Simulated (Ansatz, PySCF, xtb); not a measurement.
Homolysis of single bonds, series C F-Cl. Isolated molecules, 0 K electronic values unless said otherwise. Strings in code marks are SMILES. Quantity: homolytic bond dissociation enthalpy at 298 K (no spin–orbit term). Enthalpy corrections at 298 K come from GFN2-xTB frequencies (xtb). Level 1: PBE-D3(BJ)/def2-TZVP // PBE0-D3(BJ)/def2-TZVP (PySCF). Level 2: frozen-core CCSD(T)/cc-pVTZ // PBE0-D3(BJ)/def2-TZVP (Ansatz, a program for electronic structure).

```tsv
case	level 1 (kcal/mol)	level 2 (kcal/mol)
Cl–C bond of `ClC(Cl)(Cl)Cl`, giving `Cl[C](Cl)Cl` and `[Cl]`	69.1	65.7
C–Cl bond of `FC(Cl)(Cl)Cl`, giving `F[C](Cl)Cl` and `[Cl]`	76.3	withheld
C–Cl bond of `FC(F)(F)Cl`, giving `F[C](F)F` and `[Cl]`	88.3	84.0
F–C bond of `FC(Cl)(Cl)Cl`, giving `Cl[C](Cl)Cl` and `[F]`	107.8	103.5
F–C bond of `FC(F)(F)Cl`, giving `F[C](F)Cl` and `[F]`	124.0	121.3
F–C bond of `FC(F)(F)F`, giving `F[C](F)F` and `[F]`	130.6	128.8
```

Problem. Fit level 2 = a + b·x to the 5 complete rows by least squares, with x = level 1 in kcal/mol. Give a, b and the rms residual, and predict the withheld value.

Solution. Means of the 5 rows: x̄ = 103.96, ȳ = 100.66 kcal/mol. Σ(x − x̄)² = 2586.5 and Σ(x − x̄)(y − ȳ) = 2653.8, so b = 1.026 and a = ȳ − b·x̄ = -6.00 kcal/mol. The rms residual is 0.76 kcal/mol. At x = 76.3 the line gives 72.3 kcal/mol. The run for C–Cl bond of `FC(Cl)(Cl)Cl`, giving `F[C](Cl)Cl` and `[Cl]` gave 72.3 kcal/mol, so the line is off by 0.0 kcal/mol, within twice the rms residual.

Codes: Ansatz, PySCF, xtb.
